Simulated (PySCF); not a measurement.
Species: C₅H₆O.
Numbering: `[O:1]=[CH:2][C:3]1=[CH:4][CH2:5][CH2:6]1` (hydrogens: H7 on C2; H8 on C4; H9, H10 on C5; H11, H12 on C6)

Geometry (GFN2-xTB, Å), atoms numbered from 1 in this order:
```
atom  x, y, z in Å
O1     2.7993   -0.4900    0.3376
C2     1.9633    0.3805    0.3233
C3     0.5466    0.1878    0.0983
C4    -0.5064    1.0242    0.0493
C5    -1.4956   -0.0656   -0.2232
C6    -0.2922   -1.0401   -0.1693
H7     2.2387    1.4435    0.4899
H8    -0.6260    2.0871    0.1608
H9    -1.9963   -0.0003   -1.1877
H10   -2.2448   -0.2113    0.5534
H11   -0.3176   -1.7629    0.6427
H12   -0.0678   -1.5536   -1.1012
```

Computed, not measured: PBE0/def2-SVPD in PySCF (dipole) on a GFN2-xTB geometry, gas phase.

Masses are those of the commonest isotopes; rigid-rotor values at the optimised geometry. The values belong to one conformer with, in the numbering `[O:1]=[CH:2][C:3]1=[CH:4][CH2:5][CH2:6]1`, O1–C2–C3–C4 180°.

Problem. What are A, B and C (MHz)?

Solution. Ia = 46.96, Ib = 204.08, Ic = 244.71 u·Å²; 505379 MHz·u·Å²/I gives A = 10761, B = 2476, C = 2065 MHz.

Problem. Classify the top.

Solution. A near-prolate asymmetric top; Ray's κ = -0.905.

Problem. What does the inertial defect say?

Solution. Not planar: Δ = Ic − Ia − Ib = -6.33 u·Å². For a rigid frame Δ = −2 Σ m c², so Σ m c² = 3.17 u·Å² lies off the ab plane, practically all of it from hydrogen. The atom farthest from that plane is 0.89 Å away.

Problem. Where do the levels up to J = 2 lie, in cm⁻¹?

Solution. Above 0(0,0):
J = 1: 1(0,1) 0.1515, 1(1,1) 0.4278, 1(1,0) 0.4416
J = 2: 2(0,2) 0.4540, 2(1,2) 0.7171, 2(1,1) 0.7583, 2(2,1) 1.5873, 2(2,0) 1.5878
The levels of one J sum to (2J + 1)J(J + 1)(A + B + C)/3.

Problem. Which types of transition are allowed, and where do some lines up to J = 3 fall?

Solution. The dipole components are |μa| = 3.41 D, |μb| = 1.42 D, |μc| = 0.00 D; the mirror of this Cs structure is the ab plane, so μc vanishes by symmetry and there are no c-type lines. The squared components, which scale the intensities, stand as 1.00 : 0.17 (a : b). Some lines, for components of 0.1 D or more:

```csv
type,branch,"J(Ka,Kc)",MHz,lower level (cm⁻¹)
a,Q,"1(1,0) ← 1(1,1)",411,0.428
a,Q,"2(1,1) ← 2(1,2)",1234,0.717
a,R,"1(0,1) ← 0(0,0)",4542,0.000
a,R,"2(1,2) ← 1(1,1)",8672,0.428
b,Q,"1(1,0) ← 1(0,1)",8696,0.151
a,R,"2(0,2) ← 1(0,1)",9068,0.151
b,Q,"2(1,1) ← 2(0,2)",9122,0.454
a,R,"2(1,1) ← 1(1,0)",9495,0.442
b,Q,"3(1,2) ← 3(0,3)",9789,0.906
b,R,"1(1,1) ← 0(0,0)",12826,0.000
a,R,"3(0,3) ← 2(0,2)",13565,0.454
a,R,"3(2,2) ← 2(2,1)",13625,1.587
a,R,"3(2,1) ← 2(2,0)",13685,1.588
a,R,"3(1,2) ← 2(1,1)",14232,0.758
b,R,"3(1,3) ← 2(0,2)",20888,0.454
b,Q,"3(2,1) ← 3(1,2)",24321,1.233
b,Q,"2(2,0) ← 2(1,1)",24869,0.758
b,Q,"2(2,1) ← 2(1,2)",26088,0.717
b,Q,"3(2,2) ← 3(1,3)",26713,1.151
b,R,"3(2,2) ← 2(1,1)",38479,0.758
b,R,"3(2,1) ← 2(1,2)",39787,0.717
b,Q,"3(3,0) ← 3(2,1)",42386,2.044
b,Q,"3(3,1) ← 3(2,2)",42460,2.042
b,R,"3(3,1) ← 2(2,0)",56071,1.588
b,R,"3(3,0) ← 2(2,1)",56086,1.587
```

Problem. Estimate the classical rotational partition function at 10 K, 200 K and 500 K.

Solution. Point group Cs, symmetry number σ = 1; q = (√π/σ)·√((kT/h)³/(ABC)), k/h = 20836.6 MHz/K: 719 at 10 K, 64300 at 200 K, 254000 at 500 K.

Whether it is a minimum is left open (no frequencies). No vibrational averaging or centrifugal distortion is included, and the geometry carries the error of its method.
